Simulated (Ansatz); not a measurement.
**C₂H₃FO: how energies converge with the basis set**

The task here is to estimate one member of a computed series from the others.

Computed with Ansatz 0.2.0, Gaussian basis. Level: one geometry, several basis sets.

The runs, in order: PBE0-D4/def2-SVP; ωB97M-V/def2-SVP; PBE0-D4/def2-QZVPP; ωB97M-V/def2-QZVPP; CCSD(T)/cc-pV(D+d)Z; CCSD(T)/cc-pV(T+d)Z; CCSD(T)/cc-pV(Q+d)Z; the functionals' def2-TZVPP values are taken from earlier runs.

## Structure used throughout

An earlier PBE0-D4 in a triple-zeta def2 set relaxation fixed the geometry.

SMILES `FC1CO1`, 7 atoms, charge 0, spin multiplicity 1.

Atoms are counted from 1 here; the program's logs count them from 0.

Bond lengths: F1–C2 1.351 Å, C2–C3 1.449 Å, C2–O4 1.374 Å, C2–H5 1.087 Å, C3–O4 1.439 Å, C3–H6 1.086 Å, C3–H7 1.086 Å. Angles: F1–C2–C3 118.9°, F1–C2–O4 115.5°, F1–C2–H5 110.6°, C3–C2–O4 61.2°, C3–C2–H5 124.3°, O4–C2–H5 117.4°, C2–C3–O4 56.8°, C2–C3–H6 120.8°, C2–C3–H7 118.0°, O4–C3–H6 115.4°, O4–C3–H7 114.6°, H6–C3–H7 116.8°, C2–O4–C3 62.0°.

Set-up of the first run:

Contents of in.yaml:

```yaml
crystal:
  periodic: [false, false, false]
  atoms:
    - {symbol: F, position_ang: [-1.230105, -1.269681, -0.057091]}
    - {symbol: C, position_ang: [-0.627821, -0.077476, -0.262021]}
    - {symbol: C, position_ang: [0.671386, 0.163607, 0.333374]}
    - {symbol: O, position_ang: [0.484927, -0.107938, -1.067736]}
    - {symbol: H, position_ang: [-1.365992, 0.696013, -0.456997]}
    - {symbol: H, position_ang: [0.995689, 1.172177, 0.572517]}
    - {symbol: H, position_ang: [1.133116, -0.644702, 0.892153]}
basis:
  gaussian: {orbitals: def2-SVP}
hamiltonian: {xc: pbe0, dispersion: d4}
output: {orbitals: {seedname: orbitals}}
```

Run with:

```console
> ansatz run in.yaml --threads 2 --pin off --events-out ev --progress --plain --max-ram 32768MiB --backend cpu
```

Among the steps run: PBE0-D4 in def2-SVP; ωB97M-V in def2-SVP; PBE0-D4 in def2-QZVPP; ωB97M-V in def2-QZVPP.

One of the session's tables, all rows but one given; the rest of the session is left out.

It belongs to the step «Density functionals: the series». 

| functional | basis | HOMO (eV) | LUMO (eV) |
| --- | --- | --- | --- |
| PBE0-D4 | def2-SVP | -8.55 | 2.32 |
| PBE0-D4 | def2-TZVPP | ? | ? |
| PBE0-D4 | def2-QZVPP | -8.75 | 1.02 |
| ωB97M-V | def2-SVP | -10.96 | 4.02 |
| ωB97M-V | def2-TZVPP | -11.13 | 3.28 |
| ωB97M-V | def2-QZVPP | -11.17 | 2.09 |

Estimate the missing values for PBE0-D4, def2-TZVPP.

The run gave: HOMO (eV): -8.70; LUMO (eV): 1.72. In the column «HOMO (eV)» it lies between PBE0-D4, def2-QZVPP (-8.75) and PBE0-D4, def2-SVP (-8.55).
